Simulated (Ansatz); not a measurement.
Process, species as SMILES: C=C=[OH+] -> C#C[OH2+]

Quantity: isomerisation energy (electronic), in kcal/mol. Conventions: valence correlation only; no spin-orbit coupling; 6-311+G** with 5d; LANL2DZ all-electron up to Ne; 6-31G* and kin with 6d, 5d where marked; non-relativistic. CBS(X,Y): correlation extrapolated as X^-3; Hartree-Fock from the larger set. [CCSD(T)-MP2]/basis is that difference in the basis named. Ab initio and DFT rows: single points at B3LYP-D3(BJ) geometries (Ansatz, a program for electronic structure).

Coupled cluster (Ansatz) is a level with limits of its own, used here on species with T1 under 0.025 (0.045 for open shells) and stable references: RI-MP2/CBS(cc-pVTZ,cc-pVQZ)+[CCSD(T)-MP2]/cc-pVTZ.

Value to compare with, RI-MP2/CBS(cc-pVTZ,cc-pVQZ)+[CCSD(T)-MP2]/cc-pVTZ (Ansatz): 39.6 kcal/mol.

```
level         program  isomerisation energy (electronic) (kcal/mol)  difference
------------  -------  --------------------------------------------  ----------
HF/STO-3G      Ansatz                                          24.0       -15.6
HF/3-21G       Ansatz                                          31.2        -8.4
HF/LANL2DZ     Ansatz                                          31.5        -8.1
HF/6-31G*      Ansatz                                          47.8         8.2
HF/6-311+G**   Ansatz                                          44.0         4.4
```

Among the 5 habitual levels, HF/STO-3G lies farthest from RI-MP2/CBS(cc-pVTZ,cc-pVQZ)+[CCSD(T)-MP2]/cc-pVTZ (Ansatz) (-15.6 kcal/mol) and HF/6-311+G** nearest (4.4); 2 of 5 lie above it, and their mean absolute difference is 8.9 kcal/mol, the median 8.2. One case shows no general order.

The sets are all those run for this method; runs whose electronic state is in doubt are left out.
